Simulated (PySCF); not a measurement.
Geometries of 2 isomers of C3H3NS, from PBE0-D3(BJ)/def2-SVP geometry optimisation, gas phase in PySCF. One conformer each, no zero-point energy, no frequencies.

Question: Which is lower in electronic energy at this level?
A.
```xyz
8
angstrom
C     -1.007   -0.107    0.147
C      0.245    0.639   -0.183
S      0.346    2.241   -0.442
C      1.440   -0.159   -0.271
N      2.398   -0.811   -0.341
H     -0.893   -0.624    1.115
H     -1.192   -0.888   -0.609
H     -1.859    0.582    0.190
```
B.
```xyz
8
angstrom
C     -1.576    0.524   -0.085
C     -0.378   -0.005    0.158
S      1.074    0.554   -0.692
C      2.219   -0.521   -0.076
N      3.050   -1.234    0.315
H     -1.733    1.315   -0.824
H     -2.447    0.165    0.467
H     -0.210   -0.797    0.892
```

Answer: A. That is `CC(=S)C#N`, 10.9 kcal/mol below the other.

| SMILES | atoms numbered as above | E (Eh) | relative (kcal/mol) | relative (kJ/mol) | dipole (D) |
| --- | --- | --- | --- | --- | --- |
| CC(=S)C#N | [CH3:1][C:2](=[S:3])[C:4]#[N:5] | -568.43379 | 0.0 | 0.0 | 3.22 |
| C=CSC#N | [CH2:1]=[CH:2][S:3][C:4]#[N:5] | -568.41640 | 10.9 | 45.7 | 3.78 |

As drawn, the lower has a C=S bond, which the higher lacks; the higher has a C=C bond outside aromatic rings, which the lower lacks.
